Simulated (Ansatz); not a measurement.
Saddle point of N2H5, doublet (NH₂ + NH₃ → NH₂ + NH₃; bonds formed: H1–N3; bonds broken: H1–N2), PBE0-D4/def2-TZVP structure:

```json
{"atom": "H1", "x (Å)": "-0.5047", "y (Å)": "0.2555", "z (Å)": "-0.0315"}
{"atom": "N2", "x (Å)": "-0.1311", "y (Å)": "0.2629", "z (Å)": "-1.2164"}
{"atom": "N3", "x (Å)": "-0.4089", "y (Å)": "0.0104", "z (Å)": "1.1826"}
{"atom": "H4", "x (Å)": "0.0519", "y (Å)": "-0.7073", "z (Å)": "-1.4716"}
{"atom": "H5", "x (Å)": "0.7811", "y (Å)": "0.7184", "z (Å)": "-1.2352"}
{"atom": "H6", "x (Å)": "0.4526", "y (Å)": "0.4519", "z (Å)": "1.5032"}
{"atom": "H7", "x (Å)": "-0.2411", "y (Å)": "-0.9918", "z (Å)": "1.2690"}
```

Energies are electronic, without zero-point energy. Barriers and step energies count from the start structure reached by relaxing down the imaginary mode; all methods use the PBE0-D4 structures, on which another method's saddle can fall below an end. Program: Ansatz 0.2.0. Basis: def2-TZVPP, with def2-QZVPP for the basis limit. Cores are frozen in the correlated methods; orbitals are unrestricted. B3LYP uses VWN-RPA correlation. Extrapolation: Hartree–Fock as exp(−7.88 √X), correlation as X^−2.97.

```json
{"method": "SPW92", "barrier (kcal/mol)": "-7.32", "step energy (kcal/mol)": "0.01"}
{"method": "PBE-D4", "barrier (kcal/mol)": "0.72", "step energy (kcal/mol)": "0.00"}
{"method": "BLYP-D4", "barrier (kcal/mol)": "2.45", "step energy (kcal/mol)": "0.00"}
{"method": "r2SCAN-D4", "barrier (kcal/mol)": "5.32", "step energy (kcal/mol)": "0.00"}
{"method": "B97M-V", "barrier (kcal/mol)": "8.89", "step energy (kcal/mol)": "0.00"}
{"method": "PBE0-D4", "barrier (kcal/mol)": "8.30", "step energy (kcal/mol)": "0.00"}
{"method": "B3LYP-D4", "barrier (kcal/mol)": "8.09", "step energy (kcal/mol)": "0.00"}
{"method": "r2SCAN0-D4", "barrier (kcal/mol)": "?", "step energy (kcal/mol)": "0.00"}
{"method": "BHLYP-D4", "barrier (kcal/mol)": "16.44", "step energy (kcal/mol)": "0.00"}
{"method": "CAM-B3LYP-D4", "barrier (kcal/mol)": "11.04", "step energy (kcal/mol)": "0.00"}
{"method": "wB97X-V", "barrier (kcal/mol)": "?", "step energy (kcal/mol)": "0.00"}
{"method": "wB97M-V", "barrier (kcal/mol)": "12.66", "step energy (kcal/mol)": "0.00"}
{"method": "B2PLYP", "barrier (kcal/mol)": "11.23", "step energy (kcal/mol)": "0.00"}
{"method": "PBE-QIDH", "barrier (kcal/mol)": "13.86", "step energy (kcal/mol)": "0.00"}
{"method": "RPA on PBE", "barrier (kcal/mol)": "?", "step energy (kcal/mol)": "-0.01"}
{"method": "HF", "barrier (kcal/mol)": "32.78", "step energy (kcal/mol)": "0.00"}
{"method": "MP2", "barrier (kcal/mol)": "15.51", "step energy (kcal/mol)": "0.00"}
{"method": "CCSD", "barrier (kcal/mol)": "17.34", "step energy (kcal/mol)": "0.00"}
{"method": "CCSD(T)", "barrier (kcal/mol)": "14.49", "step energy (kcal/mol)": "0.00"}
```

Q: Fill in the withheld barriers. (Judge from chemistry; the value comes from the calculation.)

A: The calculation gives: wB97X-V 12.33; RPA on PBE 11.02; r2SCAN0-D4 11.03 kcal/mol. Each is the energy of the saddle less that of the start structure, by the same method.

For comparison, the barrier by CCSD(T) at an estimated basis limit (MP2 extrapolated from triple and quadruple zeta, plus CCSD(T) − MP2 in triple zeta) is 14.08 kcal/mol.

T1 diagnostic: at most 0.021. ⟨S²⟩ of the unrestricted Hartree–Fock references: 0.76 to 0.80 (a pure state has 0.75). The unrestricted reference is spin-contaminated, which hurts MP2 most. The start structure is not quite a true minimum (one mode of 54i cm⁻¹). The end structure is not quite a true minimum (one mode of 53i cm⁻¹).

For scale, one of the runs: CCSD(T)/def2-TZVPP, 132 basis functions, launched by `ansatz run in.yaml --threads 2 --pin off --events-out ev --progress --plain --max-ram 4352MiB`. Time: 22 s of wall clock on 2 CPU threads of an Arm Neoverse V2; the host was shared. Peak host memory: 1.6 GiB.
